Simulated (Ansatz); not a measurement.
bcc Fe

Computed with r²SCAN in Ansatz (plane waves, PAW).

Numerical settings: plane-wave cutoff 500 eV, 18×18×1 k mesh (along the axes of the cell as run), Fermi–Dirac smearing 0.1 eV, scalar-relativistic PAW data made under PBE.

Cell: relaxed at this level.

- surface energy of the (111) face = 2.76 J/m²
- work function of the (111) face = 3.77 eV

The slab of 18 atoms is relaxed and unreconstructed.

Computed values are for the static lattice.

It cost around 3 core-hours (rough) of CPU time.

Ansatz is a program for electronic structure.
